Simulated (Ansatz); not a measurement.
Gas-phase reaction in SMILES: COC -> [CH3] (CH3) + C[O] (CH3O) (the C-O bond breaks)

Wanted: bond dissociation energy (electronic), in kcal/mol. Terms: UHF or UKS for open shells; six Cartesian d functions in 6-31G* and its kin unless marked 5d; non-relativistic; no dispersion term unless named; frozen cores in correlated levels; spin-orbit terms left out; LANL2DZ all-electron up to Ne; 6-311+G** with 5d. CBS(X,Y): correlation extrapolated as X^-3; Hartree-Fock from the larger set. [CCSD(T)-MP2]/basis is that difference in the basis named. Ab initio and DFT rows: single points at B3LYP-D3(BJ) geometries (Ansatz, a program for electronic structure).

Coupled cluster (Ansatz) is a level with limits of its own, used here on species with T1 under 0.025 (0.045 for open shells) and stable references: RI-MP2/CBS(aug-cc-pVTZ,aug-cc-pVQZ)+[CCSD(T)-MP2]/aug-cc-pVTZ.

Value to compare with, RI-MP2/CBS(aug-cc-pVTZ,aug-cc-pVQZ)+[CCSD(T)-MP2]/aug-cc-pVTZ (Ansatz): 90.9 kcal/mol.

| level | program | bond dissociation energy (electronic) (kcal/mol) | difference |
|---|---|---|---|
| PBE/STO-3G | Ansatz | 105.2 | 14.3 |
| PBE/3-21G | Ansatz | 91.2 | 0.3 |
| PBE/LANL2DZ | Ansatz | 81.8 | -9.1 |
| PBE/6-31G* | Ansatz | 90.5 | -0.4 |
| PBE/def2-SVP | Ansatz | 91.0 | 0.1 |
| PBE/6-311+G** | Ansatz | 86.1 | -4.8 |
| PBE/def2-TZVPD | Ansatz | 86.8 | -4.1 |

Among the 6 habitual levels, PBE/STO-3G lies farthest from RI-MP2/CBS(aug-cc-pVTZ,aug-cc-pVQZ)+[CCSD(T)-MP2]/aug-cc-pVTZ (Ansatz) (14.3 kcal/mol); 3 of 6 lie above it, and their mean absolute difference is 4.8 kcal/mol, the median 2.6. One case shows no general order.

The sets are all those run for this method; runs whose electronic state is in doubt are left out.
